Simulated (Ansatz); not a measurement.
**AlClH2O (SMILES [OH][AlH][Cl]): one structure at several levels**

One table from this session's results is given with a row withheld; the runs are named, their logs left out.

Computed with Ansatz 0.2.0, Gaussian basis. Level: single points in def2-TZVPP.

Correlated methods freeze the cores.

## The system as given

SMILES `[OH][AlH][Cl]`, 5 atoms, charge 0, spin multiplicity 1.

Atoms are counted from 1 here; the program's logs count them from 0.

Bond lengths: O1–Al2 1.673 Å, O1–H4 0.884 Å, Al2–Cl3 1.915 Å, Al2–H5 1.614 Å. Angles: Al2–O1–H4 162.8°, O1–Al2–Cl3 117.9°, O1–Al2–H5 115.7°, Cl3–Al2–H5 125.9°.

As a file:

```
O    -1.00590    0.05510   -0.39010
Al    0.53730    0.03770    0.25580
Cl    1.32830   -1.66370    0.63920
H    -1.69790   -0.06400   -0.92780
H     1.14250    1.47750    0.66470
```

The first run:

The input, run/in.yaml:

```yaml
crystal:
  periodic: [false, false, false]
  atoms:
    - {symbol: O, position_ang: [-1.005900, 0.055100, -0.390100]}
    - {symbol: Al, position_ang: [0.537300, 0.037700, 0.255800]}
    - {symbol: Cl, position_ang: [1.328300, -1.663700, 0.639200]}
    - {symbol: H, position_ang: [-1.697900, -0.064000, -0.927800]}
    - {symbol: H, position_ang: [1.142500, 1.477500, 0.664700]}
basis:
  gaussian: {orbitals: def2-TZVPP}
correlation: {method: ccsd_t}
output: {forces: true}
```

The command line of these runs was not kept.

Among the steps run: CCSD(T)/def2-TZVPP; PBE0-D4/def2-TZVPP; wB97M-V/def2-TZVPP; r2SCAN-D4/def2-TZVPP; PBE-D4/def2-TZVPP; CAM-B3LYP-D4/def2-TZVPP; revPBE-D4/def2-TZVPP.

One table of the session follows, with a row left open; its other results are not shown here.

```
      method  RMS force component (eV/Å)  angle to CCSD(T) forces (°)  dipole (D)
     CCSD(T)                       2.429                    reference        1.10
     PBE0-D4                       2.380                          2.1        1.07
     wB97M-V                       2.400                          1.6        1.09
   r2SCAN-D4                       2.400                          1.8        1.12
      PBE-D4                       2.474                          4.0        1.09
CAM-B3LYP-D4                           ?                            ?           ?
   revPBE-D4                       2.476                          3.8        1.09
```

**Question.** Estimate the row for CAM-B3LYP-D4.

As computed: RMS force component (eV/Å): 2.408; angle to CCSD(T) forces (°): 2.9; dipole (D): 1.09. In the column «RMS force component (eV/Å)» it lies between r2SCAN-D4 (2.400) and CCSD(T) (2.429).
